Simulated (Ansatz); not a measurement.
bcc W

Method: PBEsol (plane waves, PAW; Ansatz, a program for electronic structure).

Run with plane-wave cutoff 500 eV, 18×18×1 k mesh (along the axes of the cell as run), Fermi–Dirac smearing 0.1 eV, scalar-relativistic PAW data made under PBE.

Cell: relaxed at this level.

* **surface energy of the (111) face**: 3.87 J/m²
* **work function of the (111) face**: 4.24 eV

The slab of 18 atoms is relaxed and unreconstructed.

Spin–orbit coupling is not included.

Static lattice: no zero-point or thermal effects.
